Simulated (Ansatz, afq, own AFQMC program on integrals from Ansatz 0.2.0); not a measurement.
**Zr, triplet in def2-TZVP, levels against full CI**

A free Zr atom.

Basis def2-TZVP with its core potentials. Only valence electrons are correlated. AFQMC by an in-house program on the Cholesky factors that Ansatz 0.2.0 writes for its CCSD(T) run. The CISD trial takes its coefficients from CCSD amplitudes. Released means that phaseless walkers are propagated on without the constraint, phases kept. ± is one standard error of the sampling. No spin–orbit coupling. The metal's outer-core s and p shells are frozen, which shifts wave-function levels against functionals.

Determinant: UHF, the one that the program's search chose, which needn't be the lowest solution.

Full CI on the same integrals is exact in this basis and with this determinant's frozen core.

Cautions: no spin-orbit coupling; outer-core shells of the metal frozen; the ph-AFQMC/CISD walk drifts between its halves (2.1 errors); the released energy hasn't reached full CI (18 meV above it at 1.50 1/Eh), so no released level is given (meV from the phaseless value at times in 1/Eh: -5 ± 3 at 0.24, -4.2 ± 1.4 at 0.50, -8.2 ± 1.3 at 1.00, -8.6 ± 1.9 at 1.50).

```
T1 diagnostic                               : 0.0244
weight of the determinant in the CISD state : 0.905
⟨S²⟩ of the determinant                     : 2.015
size of the correlated space                : 4 electrons in 36 orbitals
```

Reference: full CI, correlation energy -1.519 eV.

```
        level  E − E(reference) (mEh)  share of correlation (%)
           HF                   55.83                      0.00
          MP2                   17.23                     69.13
         CCSD                    3.43                     93.86
      CCSD(T)                    1.22                     97.81
        CCSDT                    0.11                     99.81
     CCSDT(Q)                    0.03                     99.94
  ph-AFQMC/HF             6.02 ± 0.53                     89.21
ph-AFQMC/CISD             0.96 ± 0.05                     98.28
```

CCSDT and higher add their correlation energy to the determinant of the CCSD(T) run, since their own runs factorise the integrals more tightly (a shift of under 2 meV). A walk keeps the symmetry of its determinant, which the program's search chose and which needn't be the lowest solution, so a lower state of the same spin and another symmetry isn't excluded.
